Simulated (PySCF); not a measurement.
Level of theory: PBE0-D3(BJ)/def2-TZVP (PySCF). All species are isolated molecules in the gas phase. 

Reference species (SMILES): `C#CC` (neutral, multiplicity 1).

```yaml
HOMO: -7.72 eV
HOMO–LUMO gap: 9.03 eV
```

Changed species: `C1=CC1`.

Q: Predict the effect on the HOMO and HOMO–LUMO gap.

A: the HOMO rises by 0.49 eV, to -7.23 eV; the HOMO–LUMO gap drops by 1.67 eV, to 7.36 eV.
